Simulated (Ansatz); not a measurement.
**PN+ (doublet): from Hartree-Fock to the top rungs, 6-31G**

How much of the correlation energy of PN+ (doublet) does each wave-function method recover here?

Method: 6-31G, core rule «outside noble gas», up to 6 orbitals frozen; program: Ansatz 0.2.0, Gaussian basis.

The runs, in order: UHF; CCSD(T) on ROHF; CCSD(T) on UHF; BCCD(T) on ROHF; CISD as a restricted active space (open shells left free, so some higher excitations enter); CCSDT(Q) on ROHF; CCSDT(Q) on UHF; CISDTQ; CCSDTQ on ROHF; CCSDTQ on UHF; CASSCF and MRCISD+Q, 9 electrons in 8 orbitals; CASSCF and NEVPT2, 9 electrons in 8 orbitals; Full CI.

9 further runs of the same task are left out: 2 that didn't finish, 7 set aside as unsound or not needed. Runs told in other sessions of the task aren't counted.

## 1. The geometry

The geometry is a PBE0/def2-TZVP stationary point (not a proven minimum) of the parent state, kept for this charge and spin.

2 atoms, charge 1, spin multiplicity 2.

Atoms are counted from 1 here; the program's logs count them from 0.

Bond lengths: N1–P2 1.479 Å.

## 2. UHF

Input file in.yaml:

```yaml
crystal:
  periodic: [false, false, false]
  atoms:
    - {symbol: N, position_ang: [0.000000, 0.000000, 0.000000]}
    - {symbol: P, position_ang: [0.000000, 0.000000, 1.479400]}
basis:
  gaussian: {orbitals: 6-31G}
total_charge: 1
magnetization: {spin_polarized: true, initial_magnetization: 1}
hamiltonian: {xc: hf}
output: {orbitals: {seedname: orbitals}}
```

On the command line:

```sh
ansatz run in.yaml --threads 1 --pin off --events-out ev --progress --plain --max-ram 2393MiB
```

Further steps of the session: CCSD(T) on ROHF; CCSD(T) on UHF; BCCD(T) on ROHF; CISD as a restricted active space (open shells left free, so some higher excitations enter); CCSDT(Q) on ROHF; CCSDT(Q) on UHF; CISDTQ; CCSDTQ on ROHF; CCSDTQ on UHF; CASSCF and MRCISD+Q, 9 electrons in 8 orbitals; CASSCF and NEVPT2, 9 electrons in 8 orbitals; Full CI.

Q: Predict the results of all the runs planned. Wanted: FCI from the RHF energy; RMP2 from FCI; UMP2 from FCI; RCCSD from FCI; RCCSD(T) from FCI; UCCSD(T) from FCI; RCCSDT(Q) from FCI; UCCSDT(Q) from FCI; NEVPT2 valence from FCI.

As calculated:

```
                         quantity                                                     value
          FCI from the ROHF energy                                                -5.7584 eV
                    RMP2 from FCI                                              +42.5 kJ/mol
                    UMP2 from FCI                                             +165.5 kJ/mol
                   RCCSD from FCI                                              +30.6 kJ/mol
                RCCSD(T) from FCI                                               +7.3 kJ/mol
                UCCSD(T) from FCI                                              +14.2 kJ/mol
               RCCSDT(Q) from FCI                                               -0.2 kJ/mol
               UCCSDT(Q) from FCI                                               +1.6 kJ/mol
          NEVPT2 valence from FCI                                              +29.5 kJ/mol
        MRCISD+Q valence from FCI                                               +2.0 kJ/mol
levels within 1 kcal/mol (43 meV)  RCCSDT(Q), UCCSDT(Q), RCCSDTQ, UCCSDTQ, MRCISD+Q valence
                    T1 diagnostic                                                     0.060
   effectively unpaired electrons                                                      1.23
```

In words: RCCSD(T) misses by +7.3 kJ/mol, 1.3 % of the correlation energy. CCSD(T) misses by +7.3 kJ/mol on the restricted determinant and by +14.2 kJ/mol on the unrestricted one; the two need not hold the same state or core. The occupations show static correlation (1.23 effectively unpaired electrons where one determinant has 1). Of the multireference levels listed MRCISD+Q valence comes nearest in total energy (+2.0 kJ/mol), which doesn't show that its space is the better one. These misses are within one basis, not against nature; the frozen cores of restricted and unrestricted runs differ, which can shift their rows.

Levels on UHF freeze UHF's core orbitals, full CI those of ROHF, so the U rows can settle a little off it for that reason alone.

With open shells the CI space here admits some higher excitations, so it is larger than plain CISD.
